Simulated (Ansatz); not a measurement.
A nudged elastic band was laid between two geometries of AlClFH₃ (6 atoms, charge 0, multiplicity 1).

Theory: RKS r2SCAN/def2-SVP in Ansatz.

| Item | Value |
| --- | --- |
| movable images | 7 |
| climbing image | yes |
| spring | 5.0 eV/Å² |
| optimiser | quadratic models (default) |
| start path | through a guess of the saddle point |
| force threshold | 0.05 eV/Å |
| iteration limit | 59 |
| end points | relaxed |

First end point:

```xyz
6
Properties=species:S:1:pos:R:3
Al 0.006 -0.017 0.025
F 0.010 0.225 1.723
H 1.410 0.152 -0.678
H -1.413 0.070 -0.661
Cl 0.084 -2.474 0.921
H 0.063 -1.555 1.870
```

Last end point:

```xyz
6
Properties=species:S:1:pos:R:3
Al 0.016 -0.383 -0.112
F 0.018 -0.031 1.867
H 1.406 0.177 -0.603
H -1.410 0.095 -0.586
Cl 0.081 -2.467 0.614
H 0.048 -0.993 2.021
```

Task: What changes between the two ends?

Result: Bonds broken: Cl5–H6. Bonds formed: F2–H6.

Task: What energy profile does the band end with?

Result: It converged. The highest image is number 3 of 0 to 8, 3.1 kJ/mol above the first end and 13.8 kJ/mol above the last; the last end lies 10.8 kJ/mol below the first. A vibrational analysis at the climbing image gives one clearly imaginary mode, 300i cm⁻¹: a first-order saddle point. The orbitals stay closed-shell, which can raise the energy where a bond breaks towards radicals; this wasn't checked here.

| image | path coordinate (Å) | energy (kJ/mol) | Cl5–H6 (Å) | F2–H6 (Å) |
| --- | --- | --- | --- | --- |
| 0 | 0.00 | 0.0 | 1.32 | 1.79 |
| 1 | 0.13 | 0.4 | 1.34 | 1.63 |
| 2 | 0.26 | 1.8 | 1.38 | 1.48 |
| 3 | 0.39 | 3.1 | 1.45 | 1.32 |
| 4 | 0.51 | 1.8 | 1.54 | 1.20 |
| 5 | 0.62 | -2.4 | 1.65 | 1.10 |
| 6 | 0.74 | -7.0 | 1.77 | 1.04 |
| 7 | 0.85 | -9.9 | 1.90 | 1.00 |
| 8 | 0.97 | -10.8 | 2.04 | 0.97 |

Task: What is the geometry of the highest image?

Result: 
```xyz
6
Properties=species:S:1:pos:R:3
Al 0.010 -0.163 0.001
F 0.014 0.042 1.786
H 1.415 0.152 -0.637
H -1.418 0.074 -0.621
Cl 0.080 -2.425 0.889
H 0.056 -1.280 1.782
```

Task: What are the harmonic wavenumbers there?

Result: 300i, 322, 389, 532, 549, 650, 767, 791, 994, 1570, 1980, 1998 cm⁻¹.

The run took 2.2 min on 1 thread of Arm Neoverse V1, on a shared host, peak memory 0.12 GiB.
